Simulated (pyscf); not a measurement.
H₃C–AlH–CH₃ + H₂S → H₃C–Al(CH₃)–SH + hydrogen (H₂) (four-centre exchange; singlet surface; Al–H, H–S broken, Al–S, H–H formed). Optimised with ωB97X-D3(BJ)/def2-SVP in PySCF. Energies in eV from the separated reactants.

| level | barrier | reaction energy |
|---|---|---|
| ωB97X-D3(BJ)/def2-TZVP | -0.12 | -1.22 |
| PBE/def2-TZVP | -0.25 | -1.11 |
| r²SCAN/def2-TZVP | -0.27 | -1.19 |
| PBE0-D3(BJ)/def2-TZVP | [?] | [?] |
| ωB97M-D3(BJ)/def2-TZVP | 0.02 | -1.08 |
| HF/def2-TZVP | [?] | -0.91 |

**Question.** What belongs in the gaps?

**Answer.** 
- PBE0-D3(BJ)/def2-TZVP, barrier: -0.23
- PBE0-D3(BJ)/def2-TZVP, reaction energy: -1.14
- HF/def2-TZVP, barrier: 0.74

On the reactant side the descent ends in an adduct with a Al–S contact, 0.65 eV under the separated species and 0.54 eV under the saddle at ωB97X-D3(BJ)/def2-TZVP. At ωB97X-D3(BJ), PBE, r²SCAN, PBE0-D3(BJ) the saddle lies under the separated reactants, which points to a path from their complex (located at ωB97X-D3(BJ) alone). What is counted as formed (Al–S) is already present as a longer contact in the reactant adduct; forming that adduct is a step of its own. This is the saddle that the search found; another between the same sides may lie lower.
